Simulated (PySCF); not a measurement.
# C2H7Al (AlH2Et), step by step

We compute the energy along one coordinate (PBE0-DH/cc-pVDZ), then the energy along one coordinate (MP2/6-311G*) of C2H7Al (AlH2Et). The job is set up through a Python script.

The calculation is run with PySCF 2.14.0.

### Step 1. The molecule

The species is C2H7Al (10 atoms), meant as a singlet with charge 0. SMILES: `[H][Al]([H])[CH2]C`. The shape comes from GFN2-xTB, which is rough for such elements, and wasn't checked as a minimum.

Bond lengths: Al1–C4 1.998 Å, C4–C5 1.544 Å, Al1–H2 1.551 Å, Al1–H3 1.551 Å, C4–H6 1.103 Å, C4–H7 1.104 Å, C5–H8 1.091 Å, C5–H9 1.090 Å, C5–H10 1.090 Å. Some angles: Al1–C4–C5 113.8°, Al1–C4–H6 111.3°, Al1–C4–H7 110.9°, C5–C4–H6 107.8°, C5–C4–H7 107.6°, H2–Al1–C4 122.9°, H3–Al1–C4 123.3°, C4–C5–H8 111.3°, C4–C5–H9 110.7°, C4–C5–H10 110.7°.

### Step 2. An energy scan at PBE0-DH/cc-pVDZ (density fitting with aug-cc-pvtz-jkfit) (run 1)

Input file start.xyz:

```xyz
10

Al     0.756200     1.406100     0.588900
H      2.304710     1.485140     0.623190
H      0.060050     2.790960     0.544630
C     -0.242310    -0.324710     0.559440
C     -0.443160    -0.904980    -0.857560
H     -1.236960    -0.220570     1.025040
H      0.275930    -1.089370     1.163390
H     -0.982620    -1.852180    -0.824760
H     -1.009460    -0.212770    -1.480250
H      0.517610    -1.077610    -1.342020
```

Input file run.py:

```python
import numpy
from pyscf import gto, dft, mp
from scipy.spatial.transform import Rotation

system = gto.M(
    atom='start.xyz',
    verbose=3,
    basis='cc-pvdz',
    spin=0,
    charge=0,
    max_memory=1860,
)

x0 = system.atom_coords(unit='angstrom')
axis = x0[0] - x0[3]
r0 = -86.253  # dihedral 5-4-1-2 of the start, degrees
axis /= numpy.linalg.norm(axis)
dm = None
scan, good = [], []
for r in [0, 40, 80, 120, 160]:
    xyz = x0.copy()
    xyz[[0, 1, 2]] = Rotation.from_rotvec(axis * numpy.radians(r - r0)).apply(x0[[0, 1, 2]] - x0[0]) + x0[0]
    system.set_geom_(xyz, unit='angstrom')
    mf = dft.RKS(system, xc='0.5*HF + 0.5*PBE, 0.875*PBE')
    mf = mf.density_fit(auxbasis='aug-cc-pvtz-jkfit')
    mf.kernel(dm0=dm)
    dm = mf.make_rdm1()
    pt = mp.MP2(mf, frozen=7).run()
    e_tot = mf.e_tot + 0.125 * pt.e_corr
    print('PT2 part  %.8f' % (0.125 * pt.e_corr))
    scan.append((r, e_tot))
    good.append(mf.converged)
    print('dihedral = %.1f deg   E = %.8f Eh   converged: %s' % (r, e_tot, good[-1]))

e0 = min(e for r, e in scan)
print('angle   E - Emin (kcal/mol)')
for r, e in scan:
    print('%6.3f %10.3f' % (r, (e - e0) * 627.5095))
```

Run with:

```console
$ OMP_NUM_THREADS=1 python run.py
```

The program printed:

```text
converged SCF energy = -322.525288055761
E(DFRMP2) = -322.975427648768  E_corr = -0.450139593006902
E(SCS-DFRMP2) = -322.987036947518  E_corr = -0.461748891757287
PT2 part  -0.05626745
dihedral = 0.0 deg   E = -322.58155550 Eh   converged: True
converged SCF energy = -322.524925819452
E(DFRMP2) = -322.975105791277  E_corr = -0.450179971825352
E(SCS-DFRMP2) = -322.986726730023  E_corr = -0.461800910570827
PT2 part  -0.05627250
dihedral = 40.0 deg   E = -322.58119832 Eh   converged: True
converged SCF energy = -322.524423363933
E(DFRMP2) = -322.974499952108  E_corr = -0.450076588174732
E(SCS-DFRMP2) = -322.98613361518  E_corr = -0.461710251246699
PT2 part  -0.05625957
dihedral = 80.0 deg   E = -322.58068294 Eh   converged: True
converged SCF energy = -322.524612333184
E(DFRMP2) = -322.974747305927  E_corr = -0.450134972742583
E(SCS-DFRMP2) = -322.986376461586  E_corr = -0.461764128401267
PT2 part  -0.05626687
dihedral = 120.0 deg   E = -322.58087920 Eh   converged: True
converged SCF energy = -322.52517277952
E(DFRMP2) = -322.975330674248  E_corr = -0.450157894727885
E(SCS-DFRMP2) = -322.986945325567  E_corr = -0.461772546047146
PT2 part  -0.05626974
dihedral = 160.0 deg   E = -322.58144252 Eh   converged: True
angle   E - Emin (kcal/mol)
 0.000      0.000
40.000      0.224
80.000      0.548
120.000      0.424
160.000      0.071
```

Wall time 75 s (1 thread of Intel Xeon at 2.50GHz (Skylake/Cascade Lake), shared host); peak memory 0.4 GiB.

The scan, from its lowest point:

```csv
C5–C4–Al1–H2 (°),energy (kJ/mol)
0.000,0.0
40.000,0.9
80.000,2.3
120.000,1.8
160.000,0.3
```

### Step 3. The energy along one coordinate at MP2/6-311G(d) (run 2)

Input file job.py:

```python
import numpy
from pyscf import gto, mp
from scipy.spatial.transform import Rotation

mol = gto.M(
    atom='''
Al   0.756200   1.406100   0.588900
H    2.304710   1.485140   0.623190
H    0.060050   2.790960   0.544630
C   -0.242310  -0.324710   0.559440
C   -0.443160  -0.904980  -0.857560
H   -1.236960  -0.220570   1.025040
H    0.275930  -1.089370   1.163390
H   -0.982620  -1.852180  -0.824760
H   -1.009460  -0.212770  -1.480250
H    0.517610  -1.077610  -1.342020
''',
    charge=0,
    verbose=3,
    max_memory=1860,
    basis='6-311g*',
)

x0 = mol.atom_coords(unit='angstrom')
axis = x0[0] - x0[3]
r0 = -86.253  # dihedral 5-4-1-2 of the start, degrees
axis /= numpy.linalg.norm(axis)
dm = None
scan, good = [], []
for r in [0, 40, 80, 120, 160]:
    xyz = x0.copy()
    xyz[[0, 1, 2]] = Rotation.from_rotvec(axis * numpy.radians(r - r0)).apply(x0[[0, 1, 2]] - x0[0]) + x0[0]
    mol.set_geom_(xyz, unit='angstrom')
    myscf = mol.RHF()
    myscf.kernel(dm0=dm)
    dm = myscf.make_rdm1()
    pt = mp.MP2(myscf, frozen=7).run()
    e_tot = pt.e_tot
    scan.append((r, e_tot))
    good.append(myscf.converged)
    print('dihedral = %.1f deg   E = %.8f Eh   converged: %s' % (r, e_tot, good[-1]))

e0 = min(e for r, e in scan)
print('angle   E - Emin (kcal/mol)')
for r, e in scan:
    print('%6.3f %10.3f' % (r, (e - e0) * 627.5095))
```

Run with:

```console
$ OMP_NUM_THREADS=1 python job.py
```

The program printed:

```text
converged SCF energy = -321.72084960954
E(RMP2) = -322.05616440073  E_corr = -0.33531479119015
E(SCS-RMP2) = -322.06172305311  E_corr = -0.340873443570298
dihedral = 0.0 deg   E = -322.05616440 Eh   converged: True
converged SCF energy = -321.720545610696
E(RMP2) = -322.055880311334  E_corr = -0.335334700638201
E(SCS-RMP2) = -322.061437814026  E_corr = -0.340892203330214
dihedral = 40.0 deg   E = -322.05588031 Eh   converged: True
converged SCF energy = -321.72008021367
E(RMP2) = -322.055407948493  E_corr = -0.335327734823321
E(SCS-RMP2) = -322.060973406933  E_corr = -0.340893193263548
dihedral = 80.0 deg   E = -322.05540795 Eh   converged: True
converged SCF energy = -321.720259853102
E(RMP2) = -322.055595143636  E_corr = -0.335335290533845
E(SCS-RMP2) = -322.061156277319  E_corr = -0.340896424216547
dihedral = 120.0 deg   E = -322.05559514 Eh   converged: True
converged SCF energy = -321.720755260521
E(RMP2) = -322.05607513003  E_corr = -0.335319869508386
E(SCS-RMP2) = -322.061633690264  E_corr = -0.340878429743153
dihedral = 160.0 deg   E = -322.05607513 Eh   converged: True
angle   E - Emin (kcal/mol)
 0.000      0.000
40.000      0.178
80.000      0.475
120.000      0.357
160.000      0.056
```

Run time: 18 s. Hardware: 1 thread of Intel Xeon at 2.50GHz (Skylake/Cascade Lake), shared host; peak memory 0.23 GiB.

The scan, from its lowest point:

```csv
C5–C4–Al1–H2 (°),energy (kJ/mol)
0.000,0.0
40.000,0.7
80.000,2.0
120.000,1.5
160.000,0.2
```
